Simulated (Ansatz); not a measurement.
The end point of a relaxation of Cu. Space group Fm-3m (No. 225), fcc (Cu type). Calculation: PBEsol (plane waves to 420 eV, PAW, scalar-relativistic; Ansatz, a first-principles code).

Space group Fm-3m (No. 225); a = 3.563 Å, b = 3.563 Å, c = 3.563 Å, α = 90.00°, β = 90.00°, γ = 90.00°

```csv
atom,site,symmetry,x,y,z
Cu,4b,m-3m,0.5000,0.5000,0.5000
```
(The calculation used a cell of 1 atom; values per cell refer to that cell.)

For Cu, the volume per atom is 11.31 Å³, the density comes out as 9.33 g/cm³ and the band gap is no gap (metallic). The shortest distances comes out as Cu–Cu 2.52 Å and the k-mesh comes out as 22×22×22.

No spin polarisation in the result.

Measured for Cu: a 3.595 Å (static lattice; corrected from measurement; as listed in Gábor I. Csonka et al., Physical Review B (2009)). Computed minus measured — a: PBEsol -0.9 %. The computed values are for a static lattice.

It was reached from a disturbed copy of a R-3m (No. 166) cell, against which it lies -0.16 eV/atom.
